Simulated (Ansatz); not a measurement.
in.yaml

```yaml
crystal:
  periodic: [false, false, false]
  atoms:
    - {symbol: H, position_ang: [-2.729029, 0.000000, -0.000001]}
    - {symbol: H, position_ang: [-1.799029, 0.000000, -0.000001]}
    - {symbol: Si, position_ang: [0.102971, 0.000000, 0.000000]}
    - {symbol: H, position_ang: [0.552945, -1.416253, 0.000000]}
    - {symbol: H, position_ang: [0.552946, 0.708126, -1.226511]}
    - {symbol: H, position_ang: [0.552944, 0.708127, 1.226511]}
basis:
  gaussian: {orbitals: 6-31G}
magnetization: {spin_polarized: true, initial_magnetization: 1}
correlation: {method: ccsdt_q, electrons: outside_noble_gas}
```

```sh
$ ansatz run in.yaml --threads 1 --pin off --events-out ev --progress --plain --max-ram 2393MiB
```

(1) Roughly how long does this take on 1 thread of Arm Neoverse V2, shared host, and how much host memory?

```
509 factors; integrals over basis functions are off by at most 8.8e-8 eV
mean field evaluation 1: about -7935.8732 eV, gradient 6.3e0 eV
mean field evaluation 2: about -7935.8758 eV, gradient 6.3e0 eV
mean field evaluation 4: about -7936.4268 eV, gradient 9.1e-1 eV
mean field evaluation 8: about -7936.4486 eV, gradient 5.1e-3 eV
mean field evaluation 16: about -7936.4486 eV, gradient 6.1e-6 eV
mean field -7936.44862516 eV, -291.6591074567 hartree, gradient 6.1e-6 eV, S^2 0.786223; 0 other end points of the search recorded, 0 dependent functions left out
5 core orbitals not correlated: weight in the atoms' cores, before any rotation towards them, 1.000 or more for the frozen orbitals, at most 0.000 for the correlated occupied ones
reference -7936.44862516 eV, -291.6591074567 hartree; 5, 4 occupied and 13, 14 virtual orbitals, 509 factors
second order -1.82316415 eV of doubles, -0.00000000 eV of singles
cycle   1  -2.31427510 eV  change   -4.9e-1 eV  update   6.2e-2
cycle   2  -2.61851660 eV  change   -3.0e-1 eV  update   3.0e-2
cycle   3  -2.64668420 eV  change   -2.8e-2 eV  update   9.8e-3
cycle   4  -2.65045973 eV  change   -3.8e-3 eV  update   2.9e-3
cycle   5  -2.65029793 eV  change    1.6e-4 eV  update   1.0e-3
cycle   6  -2.65025915 eV  change    3.9e-5 eV  update   3.9e-4
cycle   7  -2.65048433 eV  change   -2.3e-4 eV  update   1.5e-4
cycle   8  -2.65049892 eV  change   -1.5e-5 eV  update   7.3e-5
cycle   9  -2.65045179 eV  change    4.7e-5 eV  update   2.2e-5
cycle  10  -2.65045981 eV  change   -8.0e-6 eV  update   6.9e-6
cycle  11  -2.65045950 eV  change    3.1e-7 eV  update   2.6e-6
cycle  12  -2.65046070 eV  change   -1.2e-6 eV  update   1.1e-6
cycle  13  -2.65045980 eV  change    9.0e-7 eV  update   4.8e-7
cycle  14  -2.65045938 eV  change    4.2e-7 eV  update   1.8e-7
perturbative correction -0.00106448 eV, -0.0000391187 hartree
Total energy: -7939.10014902 eV, -291.7565491612 hartree
```

For the same geometry and basis full CI lies 0.3 meV lower.

Answers

(1) 2.1 s wall and 0.1 GiB.
